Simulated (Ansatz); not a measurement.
input.yaml (Ansatz)

```yaml
crystal:
  lattice:
    - [3.7295138677, 0.0, 0.0]
    - [-1.8647569339, 3.2298537532, 0.0]
    - [0.0, 0.0, 5.9264223679]
  atoms:
    - { symbol: Er, position: [0.3333333333, 0.6666666667, 0.25], spin: 2.926 }
    - { symbol: Er, position: [0.6666666667, 0.3333333333, 0.75], spin: 2.926 }
hamiltonian:
  xc: mr2scan
  pseudopotentials:
    kind: paw
    azcp:
      Er: "pseudopotentials/Er.paw.azcp"
basis:
  ecutwfc: 500
  fft_grid_basis: typed
kpoints:
  mp_grid: { grid: [13, 13, 7], shift: [0, 0, 0] }
magnetization:
  spin_polarized: true
scf:
  occupations: { method: fermi_dirac, width: 0.05 }
output:
  stress: true
```

Output

```
Engine: ansatz 0.2.0, x86_64-unknown-linux-gnu
Pseudopotentials: kind: paw
Pseudopotential: Er, paw, valence charge 22, recommended cutoff 500 eV (meta_gga) 
Functional definition: m-r2SCAN
  exchange = m_r2scan_x
  correlation = m_r2scan_c
Crystal: 2 atoms, lattice volume = 71.388 Å³
Basis set: ecut = 500 eV, 1797 PW (Γ), exchange–correlation on 120×120×180 points (64 copies of the dense FFT grid, shifted against one another)
Bands: 30, of which v1, the nominal top of the filled ones, is band 22 counted from 1 (21 counted from 0)
Symmetry: 24 space group operations
Space group: P63/mmc (ITA 194), of the structure as read, at distance tolerance 4.1e-5 Å
Magnetic group: BNS 194.263 (UNI 1493), of the structure as read, at distance tolerance 4.1e-5 Å
k-points: 84 of 1183
Non-local potential: Er, projectors of the file, l = 0: 3, l = 1: 2, l = 2: 2, l = 3: 3
PAW form: soft (Blöchl's): semilocal exchange-correlation on the pseudo side does not see the compensation charge
PAW frozen core: Er, regenerated for the run's functional (the file was generated under x = pbe(κ = 0.804, μ = 0.2195149727645171), c = pbe(β = 0.06672455060314922))
PAW one-centre angular grid: Er, 2702 points (default); XC on 160 Gauss nodes
Initial density: superposition of atomic densities (chi_scale 0.1, normalization cell)
Starting moments: Σ|m| = 5.852 μB on 2 of 2 sites
Initial wavefunctions: pseudopotential atomic-orbital guess
Functional: x = mr2scan, c = mr2scan; τ floored in thin density (d = 2e-4 eV/Å³)
iter 1 solved again at ethr=2.25e-4 eV; its pass at ethr=3.10e-3 eV (dr2=9.89e-2 eV) is discarded
SCF iter   1: F=—  HF=-24194.100155 eV  |F-HF|=—  |Δ(HF+E_count)|=         —  Δρ=8.93e-3 (↑8.93e-3 ↓7.75e-3)  dr2=9.94e-2  dr2_τ=3.20e-3  dr2_m=1.88e-2  M=5.454 μB ∫|m|=5.454 μB  β_m=1.00  ethr=2.25e-4  ⟨swp⟩=2.5  Hψ=28462  notcnv=0
Mixer restart at iter 1: flushing history
spin=Collinear: Kerker preconditioning applied to the charge; magnetization (m = ρ↑ − ρ↓) channel mixes plain (no charge-response kernel on spin).
SCF iter   2: F=—  HF=-24194.395728 eV  |F-HF|=—  |Δ(HF+E_count)|=         —  Δρ=1.19e-2 (↑5.66e-3 ↓1.19e-2)  dr2=1.01e-1  dr2_τ=9.32e-4  dr2_m=1.45e-2  M=5.439 μB ∫|m|=5.439 μB  β_m=1.00  ethr=2.25e-4  ⟨swp⟩=3.1  Hψ=9601  notcnv=0
Mixer restart at iter 2: flushing history
SCF iter   3: F=—  HF=-24197.578435 eV  |F-HF|=—  |Δ(HF+E_count)|=         —  Δρ=1.85e-2 (↑6.15e-3 ↓1.85e-2)  dr2=1.64e-1  dr2_τ=1.00e-3  dr2_m=4.16e-2  M=5.782 μB ∫|m|=5.786 μB  β_m=1.00  ethr=2.25e-4  ⟨swp⟩=2.3  Hψ=6576  notcnv=0  defer=24
Mixer restart at iter 3: flushing history
SCF iter   4: F=—  HF=-24196.230028 eV  |F-HF|=—  |Δ(HF+E_count)|=    1.35e0  Δρ=3.86e-3 (↑3.86e-3 ↓3.60e-3)  dr2=2.50e-2  dr2_τ=5.02e-4  dr2_m=4.95e-3  M=6.046 μB ∫|m|=6.047 μB  β_m=1.00  ethr=1.14e-4  ⟨swp⟩=3.5  Hψ=13827  notcnv=0  defer=39
SCF iter   5: F=—  HF=-24196.220918 eV  |F-HF|=—  |Δ(HF+E_count)|=   9.11e-3  Δρ=3.86e-3 (↑2.81e-3 ↓3.86e-3)  dr2=3.59e-2  dr2_τ=2.22e-4  dr2_m=2.10e-3  M=6.248 μB ∫|m|=6.249 μB  β_m=1.00  ethr=5.68e-5  ⟨swp⟩=3.0  Hψ=10743  notcnv=0  defer=36  κ⁻¹=1.0e0(r=1)
SCF iter   6: F=—  HF=-24196.222666 eV  |F-HF|=—  |Δ(HF+E_count)|=   1.75e-3  Δρ=3.77e-3 (↑2.79e-3 ↓3.77e-3)  dr2=3.56e-2  dr2_τ=1.89e-4  dr2_m=1.89e-3  M=6.270 μB ∫|m|=6.270 μB  β_m=1.00  ethr=5.68e-5  ⟨swp⟩=1.0  Hψ=5120  notcnv=0  defer=36  κ⁻¹=1.5e-3(r=2)
SCF iter   7: F=—  HF=-24196.244475 eV  |F-HF|=—  |Δ(HF+E_count)|=   2.18e-2  Δρ=2.06e-3 (↑1.59e-3 ↓2.06e-3)  dr2=1.13e-2  dr2_τ=1.44e-4  dr2_m=6.00e-4  M=6.611 μB ∫|m|=6.611 μB  β_m=1.00  ethr=5.68e-5  ⟨swp⟩=2.6  Hψ=10041  notcnv=0  defer=36  κ⁻¹=4.1e-4(r=3)
SCF iter   8: F=—  HF=-24196.245573 eV  |F-HF|=—  |Δ(HF+E_count)|=   1.10e-3  Δρ=1.32e-3 (↑1.08e-3 ↓1.32e-3)  dr2=3.54e-3  dr2_τ=3.82e-5  dr2_m=4.27e-4  M=6.736 μB ∫|m|=6.736 μB  β_m=1.00  ethr=2.58e-5  ⟨swp⟩=2.1  Hψ=11099  notcnv=0  defer=42  κ⁻¹=3.7e-4(r=4)
SCF iter   9: F=—  HF=-24196.251441 eV  |F-HF|=—  |Δ(HF+E_count)|=   5.87e-3  Δρ=4.06e-4 (↑3.64e-4 ↓4.06e-4)  dr2=3.41e-4  dr2_τ=3.68e-6  dr2_m=1.71e-5  M=6.656 μB ∫|m|=6.656 μB  β_m=1.00  ethr=8.05e-6  ⟨swp⟩=2.1  Hψ=9536  notcnv=0  defer=41  κ⁻¹=3.4e-4(r=5)
SCF iter  10: F=—  HF=-24196.251392 eV  |F-HF|=—  |Δ(HF+E_count)|=   4.92e-5  Δρ=5.66e-4 (↑3.22e-4 ↓5.66e-4)  dr2=2.53e-4  dr2_τ=3.96e-6  dr2_m=2.76e-5  M=6.677 μB ∫|m|=6.677 μB  β_m=1.00  ethr=7.75e-7  ⟨swp⟩=2.5  Hψ=10049  notcnv=0  defer=41  κ⁻¹=3.1e-4(r=6)
SCF iter  11: F=—  HF=-24196.251577 eV  |F-HF|=—  |Δ(HF+E_count)|=   1.85e-4  Δρ=3.96e-4 (↑2.28e-4 ↓3.96e-4)  dr2=1.30e-4  dr2_τ=2.07e-6  dr2_m=1.24e-5  M=6.664 μB ∫|m|=6.664 μB  β_m=1.00  ethr=5.75e-7  ⟨swp⟩=2.3  Hψ=8910  notcnv=0  defer=41  κ⁻¹=2.9e-4(r=7)
SCF iter  12: F=—  HF=-24196.251678 eV  |F-HF|=—  |Δ(HF+E_count)|=   1.01e-4  Δρ=1.00e-4 (↑7.56e-5 ↓1.00e-4)  dr2=9.60e-6  dr2_τ=1.07e-7  dr2_m=2.12e-6  M=6.652 μB ∫|m|=6.652 μB  β_m=1.00  ethr=2.94e-7  ⟨swp⟩=2.0  Hψ=8937  notcnv=0  defer=41  κ⁻¹=3.5e-5(r=8)
SCF iter  13: F=—  HF=-24200.499391 eV  |F-HF|=—  |Δ(HF+E_count)|=         —  Δρ=2.47e-2 (↑1.43e-4 ↓2.47e-2)  dr2=4.52e-2  dr2_τ=3.02e-3  dr2_m=9.99e-2  M=6.632 μB ∫|m|=6.632 μB  β_m=1.00  ethr=2.18e-8  ⟨swp⟩=2.1  Hψ=9163  notcnv=0  defer=41
Mixer restart at iter 13: flushing history
Error: SIGTERM received: cancelled by the caller after 13 completed SCF iterations
```

The run was cut off at its time limit.

The f occupation was not exhaustively searched.
